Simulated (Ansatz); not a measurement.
Bond stretch in NH, triplet. Each curve is given relative to its own lowest point near equilibrium.

```csv
R / Å,A,B,C,D
0.82,39.6,39.8,35.1,38.4
0.88,18.8,18.9,15.5,17.8
0.93,8.4,8.5,6.2,7.7
0.98,2.6,2.7,1.4,2.2
1.01,0.8,0.8,0.2,0.6
1.04,0.0,0.0,0.0,0.0
1.08,0.2,0.1,1.0,0.5
1.15,3.0,2.8,5.3,3.9
1.20,6.4,6.1,9.7,7.8
1.26,11.3,11.0,15.8,13.6
1.41,25.7,24.9,31.0,32.8
1.57,40.6,39.4,41.0,50.6
1.72,52.4,50.6,45.3,59.6
1.88,—,59.5,47.1,64.2
2.10,—,66.5,47.8,66.8
2.27,—,69.0,47.9,67.6
2.55,—,70.6,47.8,68.1
2.83,—,71.0,47.7,68.3
3.15,—,71.1,47.7,68.4
3.62,—,71.2,47.7,68.4
4.10,—,71.3,47.7,68.5
```

Energies in kcal/mol.

Match the curves with the methods CCSD on ROHF/cc-pVDZ, frozen core (Ansatz, a first-principles code); CCSD(T) on UHF/cc-pVDZ, frozen core (Ansatz); UHF/cc-pVDZ (Ansatz); MP2 on UHF/cc-pVDZ, frozen core run with Ansatz.

A is ROCCSD; B is UCCSD(T); C is UHF; D is UMP2.

Dashes: no converged value, or the column stops at the first point that the program doubted or that broke a chosen test of continuity, which isn't proof of a fault.

The unrestricted determinant behind UHF, UCCSD(T), UMP2 is spin-contaminated at 1.41 to 4.10 Å (<S²> up to 3.0, against 2.00 for a pure triplet). The T1 diagnostic of CCSD on the restricted reference of ROCCSD exceeds 0.045 at 1.57 to 2.27 Å.
